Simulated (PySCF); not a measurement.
Working out the ionisation energy of C

C [He] 2s2 2p2 (3P) → C⁺ [He] 2s2 2p1 (2P). Computed with PySCF 2.14 in aug-cc-pwCVDZ, with the non-relativistic Hamiltonian (point nucleus). Frozen: nothing. Energies in hartree (1 hartree = 27.21139 eV):

```
            part   C (lower)  C⁺ (upper)
             UHF  -37.687797  -37.290765
CCSD correlation   -0.107328   -0.097927
             (T)   -0.001488   -0.000965
```

Q: What does Hartree-Fock give?

A: (-37.290765) − (-37.687797) = 0.397032 hartree = 10.804 eV.

Q: What do CCSD and CCSD(T) give?

A: The CCSD correlation energies differ by 0.009401 hartree = 0.256 eV and the triples by 0.000523 hartree = 0.014 eV, so CCSD gives 11.060 eV and CCSD(T) 11.074 eV.

Measured between the centres of the two terms (NIST): 11.262 eV, so CCSD(T) (valence and next inner shell) is off by -0.188 eV.

A double-zeta basis recovers only part of the correlation energy.

What remains against the reference includes basis incompleteness and higher excitations.
